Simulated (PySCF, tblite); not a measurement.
# C₄H₄F₂: geometry, infrared bands, NMR shifts and spin-spin couplings

What infrared bands, NMR shifts and spin-spin couplings should C₄H₄F₂ (`FCC1=C[C@@H]1F`) show?

Computed with tblite 0.8.0 and PySCF 2.14.0, with density-fitted response routines of our own, on a single molecule in the gas phase. Atoms are numbered from 0 throughout.

## 1. Starting geometry

10 atoms, charge 0, multiplicity 1; geometry from: force field or distance geometry start.

Bonds of the start (Å): F0–C1 1.36, C1–C2 1.42, C2–C3 1.31, C3–C4 1.44, C4–F5 1.37, C4–C2 1.43, C1–H6 1.09, C1–H7 1.11, C3–H8 1.05, C4–H9 1.08.

## 2. Optimising the geometry with GFN2-xTB

What the job is given:

```
{"job": {"kind": "relax", "xc": "GFN2-xTB", "basis": "xTB"}, "charge": 0, "multiplicity": 1}
F      2.093000     1.147300    -0.248400
C      1.421400    -0.028100    -0.115300
C      0.014600     0.172600    -0.027800
C     -1.093300     0.877900     0.006500
C     -1.212500    -0.560000     0.056700
F     -1.536900    -1.160000     1.245100
H      1.688100    -0.654700    -0.967500
H      1.809100    -0.510000     0.805000
H     -1.575300     1.808400     0.027000
H     -1.599200    -1.088600    -0.803800
```

Started as:

```sh
$ OMP_NUM_THREADS=1 python probes_run.py task.json out
```

The driver reads the jobs from task.json and runs them one after another.

**Question.** This job is followed by: GFN2-xTB harmonic vibrations, gas phase; GIAO PBE0/pcSseg-1 NMR shielding, non-relativistic, gas phase; B3LYP/pcJ-1 indirect spin-spin coupling, non-relativistic, gas phase. Predict these results of the whole session: strongest single infrared mode (GFN2-xTB); zero-point energy (GFN2-xTB); 13C shifts against TMS (PBE0/pcSseg-1); 1H shifts against TMS (PBE0/pcSseg-1); 19F shifts against CFCl3 (PBE0/pcSseg-1); surface potential, 1st and 99th percentile; largest coupling of the table (B3LYP/pcJ-1).

As calculated:

| quantity | value |
| --- | --- |
| strongest single infrared mode (GFN2-xTB) | 1026 cm⁻¹, 80 km/mol |
| zero-point energy (GFN2-xTB) | 42.3 kcal/mol |
| 13C shifts against TMS (PBE0/pcSseg-1) | 140.2, 123.2, 83.5, 68.7 ppm |
| 1H shifts against TMS (PBE0/pcSseg-1) | 7.63, 6.09, 6.01, 5.07 ppm |
| 19F shifts against CFCl3 (PBE0/pcSseg-1) | -175.3, -260.1 ppm |
| surface potential, 1st and 99th percentile | -1.13 V and 1.29 V |
| largest coupling of the table (B3LYP/pcJ-1) | 1J(C,F) C4–F5, -306.0 Hz |

In words: The optimisation took 27 steps and gained 0.160 eV; among the close pairs (by a distance rule), C2–C4 changed most, from 1.432 to 1.482 Å. No mode is imaginary among the 24: a minimum at this level. The strongest single mode, at 1026 cm⁻¹, moves mainly C1 and F0. GFN2-xTB is a fitted tight-binding method: band positions and strengths are rough. Its intensities can rank the bands wrongly. The most deshielded hydrogen is H8 (hydrogen on an alkene CH), at 7.63 ppm: olefinic region. At PBE0/pcSseg-1, counted by nearest atom on the grid, the HOMO lies on C2, C3 about 30 % each; F5 8 %, the LUMO on C2, C3 about 35 % each; H8 12 %. Of the pairs tabulated at B3LYP/pcJ-1, C4–F5 couples most strongly (-306.0 Hz; Fermi contact -336.3 Hz). Couplings across rotatable bonds belong to this one conformer; where others are populated, the observed values are averages. Density functionals describe couplings to fluorine poorly, F–F couplings above all, so those rows are rough.
